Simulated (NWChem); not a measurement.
Correlation energy of methylamine (CH5N)

```xyz
7

C     -0.0874     0.6904     0.0000
N      0.1968    -0.7279     0.0000
H      0.3730     1.1640    -0.8817
H      0.3730     1.1640     0.8817
H     -1.1606     0.9771     0.0000
H     -0.2194    -1.1763    -0.8133
H     -0.2194    -1.1763     0.8133
```
Charge 0, spin multiplicity 1.

The numbers come from NWChem runs, not from measurements. Structure: optimised with PBE0/def2-SVP, a minimum by its harmonic frequencies.

Basis set: cc-pVDZ. Each correlation energy counts from its own Hartree-Fock reference.

The correlated methods keep 2 core orbitals frozen. No row is a measurement; the coupled-cluster row has its own basis-set and correlation limits.

```json
[
 {"method": "RI-MP2", "correlation energy (mHa)": "-325.8"},
 {"method": "MP2", "correlation energy (mHa)": "-325.9"},
 {"method": "SCS-MP2", "correlation energy (mHa)": "___"},
 {"method": "CR-CCSD[T]", "correlation energy (mHa)": "-363.6"},
 {"method": "CR-CCSD(T)", "correlation energy (mHa)": "___"},
 {"method": "CCSD", "correlation energy (mHa)": "___"},
 {"method": "CCSD+T(CCSD)", "correlation energy (mHa)": "-365.2"},
 {"method": "CCSD(T)", "correlation energy (mHa)": "___"}
]
```

**Question.** What belongs in the gaps?

**Answer.** 
- SCS-MP2, correlation energy (mHa): -327.4
- CR-CCSD(T), correlation energy (mHa): -363.4
- CCSD, correlation energy (mHa): -356.5
- CCSD(T), correlation energy (mHa): -365.0
